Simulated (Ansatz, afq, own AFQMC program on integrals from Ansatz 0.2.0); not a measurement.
Ge, triplet: AFQMC among the cluster methods

A free Ge atom.

Basis cc-pVDZ. Only valence electrons are correlated. Integrals, coupled cluster, full CI and functionals: Ansatz 0.2.0; the random walks run on the same integrals in our own AFQMC program. ph-AFQMC/CISD is guided by a CISD state made of CCSD amplitudes; releasing the constraint for a short imaginary time cuts its bias at the price of noise, slowly where states lie close. Free projection: walkers drawn from exp(T), propagated without any constraint. Its projection time is finite, and what remains of the start isn't in its error. Uncertainties: one standard error, sampling alone. No spin–orbit coupling.

Determinant: UHF, the one that the program's search chose, which needn't be the lowest solution.

No full CI on the walks' own integrals is used here; CCSDT(Q) serves as the reference and is uncertain by about the last step of the cluster series.

Cautions: no relativity below Rb; no spin-orbit coupling; inner d shell frozen.

The T1 diagnostic is 0.0078 and the weight of the determinant in the CISD state is 0.948. The ⟨S²⟩ of the determinant is 2.009 and the size of the correlated space is 4 electrons in 13 orbitals.

```tsv
level	correlation energy (eV)
MP2	-1.0930
CCSD	-1.5317
CCSD(T)	-1.5511
```

Problem. Estimate where free-projection AFQMC lies against CCSD(T) on the same integrals.

Solution. 9.4 ± 0.8 meV below CCSD(T).

Reference: CCSDT(Q), correlation energy -1.559 eV. The released energy is read at 1.50 1/Eh (meV from the phaseless value at times in 1/Eh: -1.1 ± 1.1 at 0.24, -1.8 ± 1.0 at 0.50, -3.3 ± 0.9 at 1.00, -3.8 ± 1.0 at 1.50).

| level | E − E(reference) (meV) | share of correlation (%) |
| --- | --- | --- |
| CCSD(T) | 7.9 | 99.49 |
| CCSDT | 0.7 | 99.96 |
| ph-AFQMC/CISD | 3.4 ± 0.8 | 99.78 |
| released AFQMC | -0.4 ± 1.0 | 100.02 |
| free AFQMC | -1.4 ± 0.8 | 100.09 |

Free projections are given only where their last times agree within the noise and don't stop above the reference; a slow remainder of the start can still hide under it. A walk keeps the symmetry of its determinant, which the program's search chose and which needn't be the lowest solution, so a lower state of the same spin and another symmetry isn't excluded. Released energies are given only where the last usable release times agree within the noise; a slower fall can still hide under it.
